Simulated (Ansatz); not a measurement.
System: cubic perovskite BaTiO3 (cubic high-temperature phase). Method: PBE (plane waves, PAW; Ansatz, a quantum-chemistry and plane-wave program).

Run with plane-wave cutoff 520 eV, 8×8×8 k mesh, Fermi–Dirac smearing 0.01 eV, no spin polarisation, scalar-relativistic PAW data made under PBE.

Response to compression and expansion:

```csv
V (Å³/atom),P (GPa),direct gap at Γ (eV),smallest gap on the k mesh (eV)
12.207,11.58,1.965,1.916
12.467,7.29,1.946,1.871
12.727,3.44,1.924,1.827
12.986,0.00,1.902,1.783
13.246,-3.08,1.878,1.740
13.506,-5.84,1.853,1.698
13.766,-8.32,1.827,1.657
```

The fundamental gap (1.78 eV at the equilibrium volume, with added k points) lies elsewhere than Γ–Γ.

Measured, for comparison: band gap 3.2 eV (temperature not stated, not corrected to a static lattice; as tabulated in Matsushita et al. (2011), arXiv:1104.2769).

Note: the relaxation could not lower the start's symmetry, so the cell can be a saddle point above a distorted one.

Spin–orbit coupling is not included.
